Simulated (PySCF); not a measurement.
Compound: SiH3PH2, H5PSi.
InChI=1S/H5PSi/c1-2/h1H2,2H3

A linear-response calculation (PySCF, def2-SVPD basis, gas phase, vertical, core orbitals frozen in the response) gave these numbers; the functional is withheld.

Orbital energies (eV): HOMO-3 -12.18, HOMO-2 -11.64, HOMO-1 -11.01, HOMO -9.44, LUMO 1.70, LUMO+1 1.92, LUMO+2 2.25.

| state | E (eV) | f | main configurations (H = HOMO, L = LUMO) |
| --- | --- | --- | --- |
| S1 | 6.71 | 0.014 | H→L+2 (93%) |
| S2 | 6.84 | 0.042 | H→L+1 (59%), H→L (35%) |
| S3 | 7.07 | 0.256 | H→L (51%), H→L+1 (34%) |
| S4 | 7.68 | 0.0078 | H→L+4 (90%) |
| S5 | 7.70 | 0.021 | H→L+3 (88%) |
| S6 | 8.32 | 0.050 | H-1→L (74%), H→L+5 (10%) |

Triplets (Tamm–Dancoff): T1 5.82 eV, H→L (67%), H→L+5 (14%), H→L+1 (9%); T2 5.89 eV, H→L+2 (93%); T3 6.59 eV, H→L+1 (85%); T4 7.31 eV, H→L+4 (81%), H-1→L+2 (8%).

Vertical ionisation energy by ΔSCF with the same functional: 9.89 eV. Mean static polarisability: 58.4 au.

Question: Which of these was used?
A. wB97X-D
B. PBE
C. HF
D. B3LYP

Answer: A. wB97X-D is range-separated, 22% exact exchange at short range and 100% at long range (ω = 0.2 bohr⁻¹). In this run −ε(HOMO) = 9.44 eV differs from the ΔSCF value by -0.45 eV, and S1 differs from the orbital gap of 11.14 eV by -4.43 eV. The ratio −ε(HOMO)/IP is 0.95. Usual ranges for neutral molecules in this basis: 0.89 to 0.99 with wB97X-D, 0.5 to 0.7 with PBE, 0.67 to 0.83 with B3LYP; with Hartree–Fock the ratio is 1 or more (Koopmans' value less the relaxation energy is the ΔSCF value).

The calculation used TDDFT wB97X-D/def2-SVPD, vertical, gas phase, core orbitals frozen in the response in PySCF 2.14.0, density-fitted response routines. Isolated species at its PBE0-D3(BJ)/def2-SVP geometry, gas phase.
